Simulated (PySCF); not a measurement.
# Simulated absorption spectrum

Compound: C4H9NO.
SMILES: `CCCNC=O`

Computed with TDDFT PBE0/def2-SVPD, vertical, gas phase, core orbitals frozen in the response (PySCF 2.14.0, density-fitted response routines). Geometry: GFN2-xTB, one conformer, isolated molecule. Torsions of this conformer, `[CH3:1][CH2:2][CH2:3][NH:4][CH:5]=[O:6]`: C1–C2–C3–N4 -63°, C2–C3–N4–C5 116°, C3–N4–C5–O6 3°.

Computed states:

```json
{"state": "S1", "E (eV)": "5.82", "f": "0.0011"}
{"state": "S2", "E (eV)": "6.71", "f": "0.0099"}
{"state": "S3", "E (eV)": "6.89", "f": "0.027"}
{"state": "S4", "E (eV)": "7.38", "f": "0.177"}
{"state": "S5", "E (eV)": "7.67", "f": "0.040"}
{"state": "S6", "E (eV)": "7.73", "f": "0.070"}
{"state": "S7", "E (eV)": "7.93", "f": "0.0094"}
{"state": "S8", "E (eV)": "7.96", "f": "0.0018"}
```

Broadening: Gaussians 0.3 eV wide at half height, area fixed by f = 4.319×10⁻⁹ ∫ε dν̃. The cross-section is σ = 3.8235×10⁻²¹ ε cm², given in Mb (10⁻¹⁸ cm²). The width is an assumption, not a result. The curve ends short of the highest state used, and states not computed would add to its high-energy end.

(1) Give the broadened spectrum and its maxima.

(2) On this curve, what absorbance would a 10⁻⁵ mol/L sample give at 222 nm over a 1 cm path?

(3) Does any computed singlet lie in the visible range?

(4) Coming from long wavelengths, where does ε first pass 100 L mol⁻¹ cm⁻¹?

Results:

(1) 
| E (eV) | σ (Mb) |
| --- | --- |
| 5.37 | 0.00 |
| 5.44 | 0.00 |
| 5.51 | 0.02 |
| 5.58 | 0.06 |
| 5.65 | 0.16 |
| 5.72 | 0.29 |
| 5.78 | 0.37 |
| 5.85 | 0.39 |
| 5.92 | 0.29 |
| 5.99 | 0.17 |
| 6.06 | 0.07 |
| 6.13 | 0.02 |
| 6.20 | 0.01 |
| 6.26 | 0.01 |
| 6.33 | 0.04 |
| 6.40 | 0.19 |
| 6.47 | 0.65 |
| 6.54 | 1.67 |
| 6.61 | 3.44 |
| 6.68 | 5.84 |
| 6.74 | 8.11 |
| 6.81 | 10.22 |
| 6.88 | 10.62 |
| 6.95 | 8.90 |
| 7.02 | 6.64 |
| 7.09 | 7.34 |
| 7.16 | 15.06 |
| 7.22 | 28.61 |
| 7.29 | 48.25 |
| 7.36 | 61.22 |

Maxima: 213 nm (5.82 eV), ε about 100, made up of S1 (100%); 181 nm (6.86 eV), ε about 2800, made up of S2 (16%) and S3 (84%) (ε in L mol⁻¹ cm⁻¹; maxima over ε = 5, shares over 10%). At its high-energy end, 7.36 eV, the curve is still rising (ε about 16000, from S4).

(2) 222 nm is 5.585 eV, where ε is about 18 L mol⁻¹ cm⁻¹, so A = ε c l ≈ 0.00018 (Beer–Lambert, with the gas-phase spectrum and the assumed width).

(3) No computed singlet lies in the visible range (380 to 750 nm); the lowest, at 213 nm, stands 2.56 eV above its violet end (3.26 eV).

(4) At about 214 nm (5.79 eV), 0.03 eV below S1.
